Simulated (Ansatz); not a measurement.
Rock-salt LiF was calculated with PBE (plane waves, PAW; Ansatz, a program for electronic structure).

The same calculation (at the measured cell, 8.158 Å³/atom) with different numerical settings:

```csv
run,k mesh,high-frequency dielectric constant,dielectric constant ε0 (ions relaxed),TO(Γ) frequency (cm⁻¹)
1,4×4×4,2.051,9.748,291.8
2,6×6×6,2.058,9.728,292.3
3,8×8×8,2.059,9.728,292.3
4,12×12×12,2.059,9.728,292.3
5,16×16×16,2.059,9.728,292.3
6,20×20×20,2.059,9.728,292.3
```

In the column static dielectric constant the first row differs from the last by +0.020 and the next to last by 0.000.

The last row is no converged limit: other settings stay fixed.
